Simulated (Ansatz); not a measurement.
# Cohesive energy of some elemental metals

Method: PBE0 in Ansatz (PAW). References are measured values corrected to a static lattice or taken at low temperature (these still hold zero-point motion). The table is a random draw of 10 from 16 solids with such references.

Values in eV/atom.

| solid | reference | PBE0 | error (eV/atom) |
|---|---|---|---|
| α-phase Ga | 2.81† | ? | ? |
| fcc Sr | 1.73* | 1.54 | -0.19 |
| hcp Cd | 1.18* | 0.87 | -0.31 |
| fcc Ag | 2.97* | 2.38 | -0.59 |
| hcp Mg | 1.51† | 1.51 | 0.00 |
| fcc Al | 3.43* | 3.40 | -0.03 |
| fcc Ca | 1.86* | 1.79 | -0.07 |
| bcc Cs | 0.81* | 0.66 | -0.15 |
| bcc Li | 1.67* | 1.54 | -0.13 |
| hcp Zn | 1.38* | 1.17 | -0.21 |

Question: Estimate the withheld PBE0 value.

Answer: The errors of the other rows run from -0.59 eV/atom to 0.00 eV/atom, with a median of -0.15 eV/atom; carried to the reference 2.81 it gives 2.66 eV/atom. The run gives 2.62 eV/atom (-0.19 eV/atom); the row was picked among those where that median comes within half of the row's own error. Over these 10 solids the mean error is -0.19 eV/atom, the mean absolute error 0.19 eV/atom (median 0.17 eV/atom), and the worst case fcc Ag at -0.59 eV/atom; the value is below the reference in 9 of 10 cases. Over all 16 the mean error is -0.16 eV/atom and the mean absolute error 0.20 eV/atom (median 0.17 eV/atom).

A star marks references brought to a static lattice; the others are low-temperature values that still hold zero-point motion, which matters most for light elements.

Spin–orbit coupling is left out, also for the solids with elements from indium on (bcc Cs); its size isn't shown.

† marks references with one source in our tables, § those from which another value on file, of any temperature, differs by over 15 %.

Differences are worked out from the printed values.

Free atoms are spin-polarised, in the lowest state found; at levels without +SOC their spin–orbit coupling is left out. Each level is taken at its own relaxed cell. Ansatz's density-functional and Hartree–Fock values are scalar-relativistic unless marked +SOC, with PAW data made under PBE.

Ansatz's runs of these crystals have no spin polarisation.

Not in this set, of the elemental metals with a reference value in our tables and a result at some level: 22 for a doubt noted on the run at PBE0 (hcp Co, antiferromagnetic bcc Cr, bcc Fe, hcp Hf, fcc Ir and 17 more); 6 for spin–orbit terms of free atoms that are large (Br, In, Sn, Te, I, elements past barium) (fcc Au, body-centred tetragonal In, hcp Lu, fcc Pb, white tin (β-Sn) and 1 more); 1 for sources at odds (hcp Tc). These can be a level's worst cases. Values held back for tests aren't counted. Layered and molecular crystals are counted apart. The metals Ce to Yb are counted apart.

References as tabulated in Mejia-Rodriguez and Trickey (2018), arXiv:1807.09216; Jana et al. (2018), arXiv:1807.00350; Kittel's textbook; Csonka et al. (2009), arXiv:0903.4037.

Ansatz is a quantum-chemistry and plane-wave program.
